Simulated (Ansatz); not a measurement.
# Basis or method: quartet less doublet of HOC

HOC, doublet; coordinates (Å): O 0.000 -0.101 0.500; C 0.000 0.074 -0.753; H 0.000 0.730 1.027. Quantity: quartet less doublet, vertical.

Ansatz 0.2.0, basis cc-pVDZ or cc-pVTZ; geometries are PBE0/def2-TZVP minima. Wave-function levels freeze the cores; HF, MP2 and coupled cluster are restricted for singlets and unrestricted otherwise, Kohn–Sham unrestricted where that lies lower. MRCISD+Q stands on CASSCF in the full valence space. The reference is CCSDT(Q) or CCSDTQ (coupled cluster only where its series has nearly closed). Semilocal and hybrid functionals correlate all electrons outside any core potential and usually lie nearer their basis limit than the reference, so part of their error here is the reference's basis and frozen-core error; RPA and the MP2 part of double hybrids freeze the same cores as the reference. None of these values is a measured one. Energies are electronic, without zero-point terms. No spin–orbit coupling and no scalar relativity. The species are chosen: bound, without strong static correlation by their natural occupations or amplitudes, in their lowest spin state as far as vertical gaps and like structures tell, and with a ladder that closes on the reference, so errors are smaller than for species at large; levels whose determinant breaks symmetry or spin markedly are left out.

```csv
level,cc-pVDZ (kJ/mol),cc-pVTZ (kJ/mol)
reference,371.9 (CCSDTQ),376.7 (CCSDT(Q))
CCSD(T),370.9,375.6
CCSDT,371.4,375.9
MRCISD+Q,369.5,375.8
PBE,376.8,373.8
B3LYP,392.5,391.2
B2PLYP,386.5,387.8
RPA-PBE,398.6,394.6
```

From cc-pVDZ to cc-pVTZ the reference moves by 4.8 kJ/mol and PBE by -3.0; the step from CCSD(T) to the reference is 1.1 in the first and 1.1 in the last.
